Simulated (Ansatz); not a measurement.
Results of revPBE (PAW; Ansatz, a program for electronic structure) for bcc Fe.

Numerical settings: plane-wave cutoff 520 eV, 26×26×26 k mesh, Fermi–Dirac smearing 0.05 eV, spin-polarised with parallel moments, scalar-relativistic PAW data made under PBE.

Cell (relaxed at this level):

```xyz
1
Lattice="-1.4261 1.4261 1.4261 1.4261 -1.4261 1.4261 1.4261 1.4261 -1.4261" Properties=species:S:1:pos:R:3 pbc="T T T"
Fe     0.0000     0.0000     0.0000
```
Starting moments (μB, in the order of the record's atoms Fe): 2.5.

Q: What does this level give for the bulk modulus and magnetic moment per atom (the cell's total over its atoms)?

A: 
bulk modulus: 173 GPa
magnetic moment per atom (the cell's total over its atoms): 2.21 μB

The run finds no gap.

Measured, for comparison: bulk modulus 174 GPa (corrected for temperature and zero-point phonon effects, our sources range from 170 to 175; as tabulated in Levämäki et al. (2014), arXiv:1402.3671). Computed (rounded) less measured: bulk modulus -0.6 % (inside the range of the sources held).

Moments are spin moments.

The computed numbers hold no vibrational or temperature effects.
